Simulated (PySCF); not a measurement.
**CH₃O₂P, a complex of two parts: interaction energy**

The task here is to estimate one member of a computed series from the others.

Computed with PySCF 2.14.0; each step states its level. No surroundings beyond the atoms listed, unless a continuum is named. Atoms count from 0, parts from 1.

## The system as given

7 atoms, charge 0, multiplicity 1; geometry: GFN2-xTB. Parts: 1 = atoms 0–3, `P`, charge 0; 2 = atoms 4–6, `O=C=O`, charge 0.

The first run:

The job: settings as JSON, then the geometry in Å.

```
{"job": {"xc": "PBE0", "basis": "def2-SVPD", "d3": "d3bj", "grid": 2, "kind": "geom", "shake": 0.01}, "charge": 0, "multiplicity": 1, "parts": [{"atoms": "0-3", "charge": 0, "multiplicity": 1}, {"atoms": "4-6", "charge": 0, "multiplicity": 1}]}
P     -0.082660    -0.118746     0.695736
H     -0.589275     1.062316     0.107713
H      1.140548     0.090292     0.149244
H     -0.470820    -0.863587    -0.392943
O      0.952291     1.922254     2.287912
C      1.068498     1.852151     3.431659
O      1.207050     1.775085     4.568040
```

Run with:

```console
> OMP_NUM_THREADS=1 python cluster_run.py task.json out
```

One launch serves the whole session: the jobs run in the order shown.

Among the steps run: Geometry optimisation at PBE0-D3(BJ)/def2-SVPD; Coupled-cluster interaction energy: CCSD(T) and MP2.

One table of the session follows, with a row left open; its other results are not shown here.

It belongs to the step «Coupled-cluster interaction energy: CCSD(T) and MP2». 

```
                 method  interaction energy (kcal/mol)
         HF/aug-cc-pVDZ                           0.14
        MP2/aug-cc-pVDZ                          -1.14
       CCSD/aug-cc-pVDZ                          -0.84
    CCSD(T)/aug-cc-pVDZ                          -1.06
         HF/aug-cc-pVTZ                           0.15
        MP2/aug-cc-pVTZ                              ?
    SCS-MP2/aug-cc-pVTZ                          -0.98
      MP2, extrapolated                          -1.50
CCSD(T), limit estimate                          -1.43
```

Q: Estimate the row for MP2/aug-cc-pVTZ from the others.

As computed: interaction energy (kcal/mol): -1.39. In the column «interaction energy (kcal/mol)» it lies between CCSD(T), limit estimate (-1.43) and MP2/aug-cc-pVDZ (-1.14).
